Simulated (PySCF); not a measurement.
Structure problem from calculated spectra and properties.

Elements present: Al, H and N. Monoisotopic mass: 47.0316 u.

| Item | Value |
| --- | --- |
| NMR, other nuclei | isotropic shieldings of nuclei other than C and H, by class: 231 (1 N), 417 (1 Al) ppm [GIAO B3LYP/pcSseg-1 (pcSseg-2 on Al)] |
| UV, strongest line | among the 15 lowest singlet transitions: S10/S11 at 8.53 eV (145 nm, f = 0.801 summed over these states) [TDDFT wB97X-D/def2-SVPD] |
| Polarisability | 46.2 au [wB97X-D/def2-SVPD] |
| Dipole | 5.44 D [wB97X-D/def2-SVPD] |
| XPS | N1s 407.9, Al1s 1565.6 eV [ΔSCF SCAN, pcX-2 on the ionised atom, pcseg-1 elsewhere, spin-free X2C] |
| Rotational structure | rotational constants A, B, C: 48.869, 8.915, 8.914 GHz [PBE0-D3(BJ)/def2-SVP] |
| Triplet | lowest triplet excitation (Tamm–Dancoff): 6.17 eV [TDA wB97X-D/def2-SVPD] |

The electronic properties come from PySCF, for the isolated species, density fitting. Levels stand in brackets. Isolated species at its PBE0-D3(BJ)/def2-SVP geometry, gas phase. NMR classes are plain means over equivalent atoms (diastereotopic ones count apart unless rotation or inversion swaps them), as if these changed places fast.

Problem. Which formula fits the mass and the elements?

Solution. AlH6N (calculated 47.0316). No other formula that holds each of these elements comes within 0.0003 u with a fitting electron parity and a possible valence count.

Problem. Propose a structure and show how it fits.

Solution. The other shieldings belong to: 231 ppm, nitrogen bonded to Al and 3 H; 417 ppm, aluminium bonded to N and 3 H. The core levels belong to: N1s 407.9 eV, nitrogen bonded to Al and 3 H; Al1s 1565.6 eV, aluminium bonded to N and 3 H. The optimised geometry has point group C3v and is a prolate symmetric top (the spread among constants that symmetry makes equal is optimisation noise). Structure: `[H][Al]([H])([H])<-[NH3]` (Al(NH3)H3).
